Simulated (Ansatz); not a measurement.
A made-up structure of CH$_{6}$NSi (charge +1), singlet:

```tsv
atom	x (Å)	y (Å)	z (Å)
C1	-0.7442	0.9245	-0.7368
Si2	0.6342	-0.0659	-0.0946
N3	0.4230	-1.1900	1.0837
H4	-1.6911	0.6767	-0.2548
H5	-0.8314	0.7639	-1.8174
H6	-0.5254	1.9879	-0.5867
H7	0.0253	-1.2159	2.0226
H8	1.1798	-1.7512	1.4539
H9	-0.4653	-1.4020	1.5194
```

It is relaxed with PBE-D4/def2-SVP and then PBE0-D4/def2-TZVP (Ansatz 0.2.0). Atoms count as bonded within 1.22 times the sum of their covalent radii (H–H: 0.88 Å). The end point is not checked to be a true minimum.

Does its bonding change? (A judgement: the text doesn't fix the answer.)

The calculation gives: Yes. Formed: none; broken: H7–H9.

Where it ends: The first stage lowers the energy by 5.42 eV in 17 steps. It ends as CH₆NSi ([CH3][Si][NH3]), total charge +1:
| atom | x (Å) | y (Å) | z (Å) |
| --- | --- | --- | --- |
| C1 | -0.6585 | 0.8925 | -0.5417 |
| Si2 | 1.0109 | 0.3701 | 0.0751 |
| N3 | 0.2756 | -1.1663 | 1.1279 |
| H4 | -1.4327 | 0.9653 | 0.2310 |
| H5 | -1.0104 | 0.1562 | -1.2822 |
| H6 | -0.5898 | 1.8538 | -1.0571 |
| H7 | -0.1052 | -0.8341 | 2.0177 |
| H8 | 0.9987 | -1.8472 | 1.3604 |
| H9 | -0.4839 | -1.6624 | 0.6582 |

Labels in which every atom is bracketed show which atoms are joined, not bond orders.

For scale, one of the runs: PBE0-D4/def2-TZVP relaxation, 135 basis functions, launched by `ansatz run in.yaml --threads 2 --pin off --events-out ev --progress --plain --max-ram 4352MiB`. The run took about 24 s on 2 CPU threads of an Arm Neoverse V2 (shared host).
